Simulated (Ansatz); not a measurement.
Computed with Ansatz on PBE0-D4/def2-TZVP structures; ΔE is electronic, products minus reactants. CCSD(T)/CBS adds triple-zeta CCSD(T) − MP2 to the extrapolated MP2 energy (def2 sets, frozen cores). This one scheme is used for every species. DFT in def2-TZVPP. B3LYP here is the variant with VWN-RPA as its local correlation; programs differ in this. HSE06 is defined as in plane-wave codes. One conformer a species, not always the lowest.

Consider the cleavage of the Si–Al bond: `N[SiH2][AlH2]` + NH₃ → `N[SiH2]N` + `[AlH3]`.

`N[SiH2][AlH2]`:

Z-matrix (Å, degrees):
```
Si
Al 1 2.457
N 1 1.731 2 109.3
H 1 1.503 2 109.4 3 -126.4
H 1 1.493 2 111.4 3 118.8
H 2 1.590 1 121.3 3 -164.1
H 2 1.593 1 120.4 3 16.9
H 3 1.008 1 120.2 2 178.6
H 3 1.007 1 119.2 2 -39.1
```

NH₃:

Cartesian coordinates in Å:
```
N 0.183 0.187 0.104
H 0.543 -0.758 0.153
H -0.692 0.199 0.612
H -0.034 0.372 -0.868
```

`N[SiH2]N`:

Z-matrix (Å, degrees):
```
Si
N 1 1.711
N 1 1.711 2 108.5
H 1 1.493 2 103.5 3 -125.0
H 1 1.493 2 117.1 3 116.6
H 2 1.006 1 120.5 3 150.7
H 2 1.007 1 121.6 3 -58.1
H 3 1.006 1 120.5 2 150.7
H 3 1.007 1 121.6 2 -58.1
```

`[AlH3]`:

Cartesian coordinates in Å:
```
Al 0.000 0.000 0.000
H 1.185 0.294 1.012
H 0.272 0.005 -1.562
H -1.457 -0.298 0.550
```

```csv
level,ΔE (kJ/mol),difference from CCSD(T)/CBS
PBE-D4,-47.6,19.8
revPBE-D4,-50.5,16.9
BLYP-D4,-63.5,3.9
r2SCAN-D4,-64.1,3.3
B97M-V,-75.3,-7.9
PBE0-D4,-54.0,13.4
B3LYP-D4,-67.3,0.1
r2SCANh-D4,-65.1,2.3
r2SCAN0-D4,-66.7,0.7
HSE06-D4,-53.7,13.7
BHLYP-D4,-74.2,-6.8
CAM-B3LYP-D4,-74.9,-7.5
ωB97X-V,-67.4,0.0
ωB97M-V,-74.3,-6.9
B2PLYP,-71.4,-4.0
PBE-QIDH,-65.5,1.9
PBE,-47.5,19.9
revPBE,-44.4,23.0
BLYP,-62.0,5.4
r2SCAN,-64.1,3.3
PBE0,-54.2,13.2
B3LYP,-67.2,0.2
r2SCANh,-65.3,2.1
HSE06,-54.1,13.3
BHLYP,-76.2,-8.8
CAM-B3LYP,-75.4,-8.0
LC-ωPBE,-64.4,3.0
RPA@PBE/def2-TZVPP,-65.2,2.2
HF/def2-SVP,-77.8,-10.4
MP2/def2-SVP,-72.6,-5.2
CCSD/def2-SVP,-64.8,2.6
CCSD(T)/def2-SVP,-63.3,4.1
MP2/def2-TZVPP,-75.7,-8.3
SCS-MP2/def2-TZVPP,-76.7,-9.3
CCSD(T)/def2-TZVPP,-66.3,1.1
HF/def2-QZVPP,-85.5,-18.1
SCS-MP2/def2-QZVPP,-77.8,-10.4
HF/CBS(def2),-85.7,-18.3
MP2/CBS(def2),-76.7,-9.3
CCSD/CBS(def2),-69.5,-2.1
CCSD(T)/CBS,-67.4,0
```

Problem. What do rigid-rotor, harmonic-oscillator terms from PBE0-D4/def2-TZVP frequencies (298.15 K, 1 bar) make of the CCSD(T)/CBS value? (An estimate is asked.)

Solution. Ansatz gave: ΔZPE = -7.0 kJ/mol, ΔH = -76.9 kJ/mol, ΔS = -24 J/(mol·K), ΔG = -69.7 kJ/mol.

Largest T1 diagnostic among the species: 0.011.

In def2-TZVPP, CCSD(T) changes the Hartree–Fock value by +17.7 kJ/mol (the triples alone add +2.2 kJ/mol) and MP2 by +8.4 kJ/mol. From PBE to PBE0 (25 % exact exchange), in def2-TZVPP and without D4, ΔE moves by −6.7 kJ/mol. Leaving LDA and LC-ωPBE aside and taking each functional with its dispersion term where it has one, the values spread over 27.6 kJ/mol, from B97M-V to PBE-D4. LDA lies −9.5 kJ/mol from PBE without D4.
